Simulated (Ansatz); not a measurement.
hcp Os, treated with PBEsol (Ansatz, an electronic-structure program, PAW).

Numerical settings: plane-wave cutoff 520 eV, 16×16×10 k mesh (along the axes of the cell as run), Fermi–Dirac smearing 0.1 eV, perturbation theory, force constants from a 4×4×2 q mesh, no spin polarisation, scalar-relativistic PAW data made under PBE.

Computed at the level's own relaxed cell. Harmonic vibrational thermodynamics at fixed volume:

```
T (K)  S_vib (J/K per mol of atoms)  C_V (J/K per mol of atoms)  F_vib (eV/atom)
-----  ----------------------------  --------------------------  ---------------
0                              0.00                        0.00           0.0311
100                            9.01                       15.71           0.0282
500                           44.04                       24.45          -0.0964
600                           48.51                       24.60          -0.1444
800                           55.61                       24.75          -0.2527
900                           58.53                       24.79          -0.3118
1000                          61.14                       24.82          -0.3739
```

The crystal is taken as a harmonic solid at every temperature: melting, phase changes and thermal expansion are not seen, nor the electrons' share in a metal.
